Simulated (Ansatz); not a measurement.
A calculation with Ansatz (development build ahead of 0.2.0).

```yaml
crystal:
  periodic: [false, false, false]
  atoms:
    - { symbol: C, position_ang: [-0.04846, 0.04376, -0.69479] }
    - { symbol: "N", position_ang: [-0.02609, 0.04589, 0.71615] }
    - { symbol: H, position_ang: [0.02255, -1.02189, -1.15463] }
    - { symbol: H, position_ang: [-0.91647, 0.53186, -1.09543] }
    - { symbol: H, position_ang: [0.83738, 0.5599, -1.06143] }
    - { symbol: H, position_ang: [-0.83981, -0.40234, 1.15955] }
    - { symbol: H, position_ang: [0.85895, -0.43628, 1.12659] }
basis:
  gaussian: { orbitals: cc-pVTZ }
hamiltonian:
  xc: hf
correlation:
  method: mp2
  frozen_orbitals: { C: 1, H: 0, "N": 1 }
```

The input is written out in the form of the current development build from the run's settings.

Output:

* Converged: yes
* Reference energy: -95.24180 hartree
* Correlation energy: -0.40603 hartree
* Total energy: -95.64783 hartree
* Spin squared of the determinant: 0.000
